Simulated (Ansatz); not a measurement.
This geometry of C3H5FOS (11 atoms, charge 0, multiplicity 1) is a first-order saddle point.

Computed with RHF/def2-SVP in Ansatz 0.2.0.

```xyz
11
Properties=species:S:1:pos:R:3
F -0.018 -1.509 2.210
C -0.391 -1.220 0.934
C 0.145 0.146 0.532
O 0.924 0.105 -0.632
C 0.301 1.081 -1.412
S -1.045 1.347 -0.200
H 0.033 -1.967 0.266
H -1.476 -1.259 0.882
H 0.694 0.566 1.374
H 0.928 1.960 -1.558
H -0.029 0.695 -2.375
```

**Question.** Which two structures does it join? (They come from a converged band through this point; their orientation in space is the band's.)

**Answer.** No bond is made or broken. The dihedral H7–C2–C3–S6 goes from 167 to 60°.

Initial state:

```xyz
11
Properties=species:S:1:pos:R:3
F -0.874 -1.120 2.135
C -0.351 -1.220 0.886
C 0.318 0.083 0.529
O 0.851 0.037 -0.762
C 0.177 1.106 -1.364
S -0.792 1.496 0.143
H 0.389 -2.020 0.872
H -1.148 -1.449 0.182
H 1.066 0.337 1.280
H 0.855 1.904 -1.665
H -0.425 0.789 -2.214
```

Final state:

```xyz
11
Properties=species:S:1:pos:R:3
F 0.520 -1.902 1.553
C -0.431 -1.168 0.918
C 0.118 0.194 0.585
O 1.017 0.185 -0.488
C 0.358 1.016 -1.395
S -1.078 1.286 -0.284
H -0.731 -1.685 0.009
H -1.291 -1.066 1.580
H 0.557 0.649 1.473
H 0.917 1.927 -1.606
H 0.109 0.508 -2.325
```

**Question.** How far does it lie above each of them?

**Answer.** 0.147 eV above the first and 0.128 eV above the second. This is the barrier of this one path; another mechanism may lie lower.

Run time: 60 s on 2 threads of Arm Neoverse V1 (shared host), peak memory 0.25 GiB.
